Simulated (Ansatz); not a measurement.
H2SSi (`[SiH]S`): the same geometry under several functionals.

```yaml
crystal:
  periodic: [false, false, false]
  atoms:
    - {symbol: Si, position_ang: [-0.262757, -1.074443, 0.161085]}
    - {symbol: S, position_ang: [0.190500, 0.958847, -0.206590]}
    - {symbol: H, position_ang: [1.017471, -1.190823, 0.981388]}
    - {symbol: H, position_ang: [-0.889714, 1.246019, -0.956184]}
basis:
  gaussian: {orbitals: def2-TZVPP}
hamiltonian: {xc: {name: BHLYP}, dispersion: d4}
output: {orbitals: {seedname: orbitals}}
```

```sh
$ ansatz run in.yaml --threads 2 --pin off --events-out ev --progress --plain
```

Shortened log:

```
Functional definition: BHLYP
763 factors; their error is unknown
mean field evaluation 1: about -18744.8805 eV, gradient 1.3e1 eV
mean field evaluation 2: about -18745.1359 eV, gradient 1.0e1 eV
mean field evaluation 4: about -18745.4119 eV, gradient 5.6e-1 eV
mean field evaluation 8: about -18745.4826 eV, gradient 1.3e-1 eV
mean field evaluation 16: about -18745.4826 eV, gradient 1.6e-5 eV
mean field -18745.48258180 eV, -688.8837787367 hartree, gradient 1.6e-5 eV, S^2 0.000000; 0 other end points of the search recorded, 0 dependent functions left out
reference -18745.48271757 eV, -688.8837837263 hartree; 16, 16 occupied and 96, 96 virtual orbitals, 763 factors
Total energy: -18745.58802049 eV, -688.8876535372 hartree
```

Run time 1.3 s (2 threads of a server CPU on a shared host); peak host memory 0.18 GiB.

The same input with `hamiltonian: {xc: {name: B3LYP}, dispersion: d4}` and forces (abridged; 1.4 s):

```
Functional definition: B3LYP
mean field -18746.70879458 eV, -688.9288412253 hartree, gradient 6.0e-5 eV, S^2 0.000000
Total energy: -18746.83203315 eV, -688.9333701591 hartree
Atom 0 force     0.017476    -0.228627     0.084826 eV/Å
Atom 1 force     0.011208     0.230573    -0.063966 eV/Å
Atom 2 force    -0.040664    -0.026431    -0.018324 eV/Å
Atom 3 force     0.011980     0.024485    -0.002536 eV/Å
Dipole moment:    -0.123493     0.007611    -0.077809 e Å
```

The same input with `hamiltonian: {xc: {name: B97M-V}}` (abridged; 2.8 s):

```
Functional definition: B97M-V
mean field -18740.82895612 eV, -688.7127611472 hartree, gradient 6.8e-5 eV, S^2 0.000000
Total energy: -18740.82900128 eV, -688.7127628070 hartree
```

With the line `hamiltonian: {xc: {name: r2SCANh}, dispersion: d4}` (abridged; 2 s):

```
Functional definition: r2SCANh
mean field -18743.87676410 eV, -688.8247660248 hartree, gradient 7.4e-5 eV, S^2 0.000000
Total energy: -18743.89325210 eV, -688.8253719475 hartree
```

With the line `hamiltonian: {xc: {name: revPBE}, dispersion: d4}` (abridged; 1.1 s):

```
Functional definition: revPBE
mean field evaluation 16: about -18742.0787 eV, gradient 2.5e-5 eV
mean field -18742.07865274 eV, -688.7586866509 hartree, gradient 2.5e-5 eV, S^2 0.000000
Total energy: -18742.29186159 eV, -688.7665219317 hartree
```

With the line `hamiltonian: {xc: {name: wB97X-V}}` (abridged; 3.1 s):

```
Functional definition: wB97X-V
mean field evaluation 16: about -18742.5246 eV, gradient 4.1e-5 eV
mean field -18742.52459821 eV, -688.7750748447 hartree, gradient 4.1e-5 eV, S^2 0.000000
Total energy: -18742.52459670 eV, -688.7750747893 hartree
```

B3LYP takes the VWN-RPA correlation (the form of Gaussian; ORCA's B3LYP/G).
